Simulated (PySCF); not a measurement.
## Shieldings and the share of exact exchange

Molecule: `NC=O`, CH3NO.

Geometry:
| atom | x (Å) | y (Å) | z (Å) |
| --- | --- | --- | --- |
| N1 | -0.588 | -0.338 | 0.143 |
| C2 | 0.568 | 0.313 | -0.131 |
| O3 | 1.599 | -0.211 | -0.473 |
| H4 | -0.622 | -1.345 | 0.050 |
| H5 | -1.424 | 0.161 | 0.410 |
| H6 | 0.466 | 1.420 | 0.002 |

GIAO shieldings (ppm, equivalent atoms averaged) in PySCF 2.14.0 with density-fitted response routines on the PBE0-D3(BJ)/def2-SVP geometry, basis pcSseg-2, gas phase, non-relativistic:

```tsv
functional	exact exchange (%)	σ(N1)
BLYP	0	136.7
BP86	0	139.6
PBE	0	139.8
PBE0	25	145.8
mPW1PW91	25	145.1
BHandHLYP	50	149.0
HF	100	162.1
```

(1) Fit each shielding as a line in the percentage of exact exchange.

(2) What does the line predict for B3LYP (20 %), and what does the run give?

Answers

(1) σ(N1) = 138.9 + 0.23 x (rms 1.2 ppm). The functionals also differ in their semilocal parts, which the line can't hold; Hartree–Fock has no correlation at all.

(2) σ(N1): 143.5 predicted, 141.4 computed ppm.
